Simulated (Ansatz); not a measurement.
An input meant for Al₃H₄⁻ (charge -1, singlet; atoms displaced at random, 0.08 Å in each coordinate).

```yaml
crystal:
  periodic: [false, false, false]
  atoms:
    - {symbol: Al, position_ang: [-1.190317, -0.617384, -0.173250]}
    - {symbol: Al, position_ang: [0.778807, 1.261759, -0.621827]}
    - {symbol: Al, position_ang: [0.778807, 1.261759, -0.621827]}
    - {symbol: H, position_ang: [-2.448841, -0.209925, 0.954692]}
    - {symbol: H, position_ang: [1.861148, 0.081520, -0.729452]}
    - {symbol: H, position_ang: [-1.683802, -1.299644, -1.338552]}
    - {symbol: H, position_ang: [1.178787, 1.142172, 1.111788]}
basis:
  gaussian: {orbitals: def2-TZVP}
total_charge: -1
hamiltonian: {xc: {name: revPBE0}, dispersion: d3bj}
scf: {omitted_lower_state_checks: [starts]}
output: {forces: true}
```

```sh
$ ansatz run in.yaml --threads 4 --pin off --events-out ev --progress --plain --max-ram 3916MiB
```

Output, abridged:

```
Error: two nuclei lie on one point
```

Task: Something in this input is off. What?

Result: One atom was put on top of another. The program refused the input.
